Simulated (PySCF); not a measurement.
Published values to compare with (the computed states carry no symmetry labels, so the two lists aren't matched line by line):

| state | E (eV) | f | kind of transition | source |
| --- | --- | --- | --- | --- |
| 3B1(n→3s) | 7.20 |  | band maximum or as reported | [1] |
| 3B1(n→3s) | 7.25 |  | vertical absorption | [2] |
| 1B1(n→3s) | 7.41 |  | band maximum or as reported | [1] |
| 1B1(n→3s) | 7.62 | 0.054 | vertical absorption | [2] |
| 3A2(n→3p) | 8.90 |  | band maximum or as reported | [1] |
| 1A2(n→3p) | 9.20 |  | band maximum or as reported | [1] |
| 3A2(n→3p) | 9.24 |  | vertical absorption | [2] |
| 1A2(n→3p) | 9.41 |  | vertical absorption | [2] |
| 3A1(n→3s) | 9.46 |  | band maximum or as reported | [1] |
| 3A1(n→3s) | 9.54 |  | vertical absorption | [2] |
| 1A1(n→3s) | 9.67 |  | band maximum or as reported | [1] |
| 1A1(n→3s) | 9.99 | 0.100 | vertical absorption | [2] |

[1] measured, gas; Loos, Scemama, Blondel, Garniron, Caffarel, Jacquemin (2018), arXiv:1807.02045, literature column
[2] computed, theoretical best estimate (aug-cc-pVTZ, frozen core, CC3 geometry), gas; Veril, Scemama, Caffarel, Lipparini, Boggio-Pasqua, Jacquemin, Loos, WIREs Comput. Mol. Sci. 2021, 11, e1517 (QUESTDB)

Compound: water, H2O.
SMILES: `O`

The calculation used PySCF, TDDFT CAM-B3LYP/def2-SVPD, vertical, gas phase, core orbitals frozen in the response. Isolated species at its GFN2-xTB geometry, gas phase.

Computed singlets: 7.54 eV (f 0.053); 9.35 eV (f 0.000); 9.53 eV (f 0.095); 10.82 eV (f 0.005); 11.26 eV (f 0.001); 11.37 eV (f 0.013); 11.93 eV (f 0.000); 12.55 eV (f 0.041). Computed triplets (Tamm–Dancoff): 7.06, 8.98, 9.11 eV.

**Question.** How does the lowest computed singlet compare with the best estimate listed for the lowest singlet (vertical absorption)?

**Answer.** 7.54 eV against 7.62 eV for 1B1(n→3s) [2]: a difference of -0.08 eV. Geometry and basis of the two calculations needn't be the same.

**Question.** How does the lowest computed triplet compare with the best estimate listed for the lowest triplet (vertical absorption)?

**Answer.** 7.06 eV against 7.25 eV for 3B1(n→3s) [2]: a difference of -0.19 eV. Geometry and basis of the two calculations needn't be the same.

A measured band maximum holds vibronic effects and, in solution, solvent shifts, so it needn't equal the vertical energy.
